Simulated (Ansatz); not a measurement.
Input file:

```yaml
crystal:
  periodic: [false, false, false]
  atoms:
    - {symbol: Al, position_ang: [-1.054359, 0.000000, 0.000000]}
    - {symbol: H, position_ang: [-1.847283, 1.373384, 0.000000]}
    - {symbol: H, position_ang: [-1.847283, -1.373384, 0.000000]}
    - {symbol: H, position_ang: [0.420641, 0.000000, 0.000000]}
    - {symbol: N, position_ang: [2.266641, 0.000000, 0.000000]}
basis:
  gaussian: {orbitals: STO-3G, point_charges: [{charge: 1.00, position_ang: [7.085, -0.509, -0.054]}]}
magnetization: {spin_polarized: false, initial_magnetization: 4}
correlation: {method: bccd, electrons: outside_noble_gas, diis_vectors: 1}
output: {forces: true}
```

```sh
$ ansatz run in.yaml --threads 1 --pin off --events-out ev --progress --plain --max-ram 2393MiB
```

**Question.** What does the program do with this input?

**Answer.** Refused. The input was made wrong on purpose (multiplicity of wrong parity), so the run isn't a sound calculation of what was asked.
```
Error: a molecule whose nuclei and cores have a total charge of 23 cannot have a net charge of 0 together with 4 unpaired electrons
```
